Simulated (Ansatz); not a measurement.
Molecule: sulfur monoxide, SO (charge 0, triplet). 
Coordinates optimised at B3LYP-D3(BJ)/def2-TZVP (Ansatz, a program for electronic structure):
SMILES: O=S
```xyz
2

O      0.0000     0.0000    -0.9933
S      0.0000     0.0000     0.4966
```
Charge 0, spin multiplicity 3.

Basis-set convergence of Hartree-Fock and CCSD correlation energies (hartree) with Ansatz. Correlated levels leave the core frozen unless marked. UHF or UKS for open shells. No spin-orbit coupling. No relativistic terms.

| basis | functions | E(HF) | E(corr, CCSD) |
|---|---|---|---|
| aug-cc-pV(D+d)Z | 55 | -472.37297 | -0.32668 |
| aug-cc-pV(T+d)Z | 101 | -472.41015 | -0.39668 |
| aug-cc-pV(Q+d)Z | 169 | -472.41863 | -0.41966 |

Extrapolating the two largest sets (X = 3 and 4) as X^-3: E(corr) = (64·(-0.41966) - 27·(-0.39668))/37 = -0.4364 Eh, an estimate of the basis-set limit. The largest set recovers 96.2 % of it, the smallest 74.9 %.
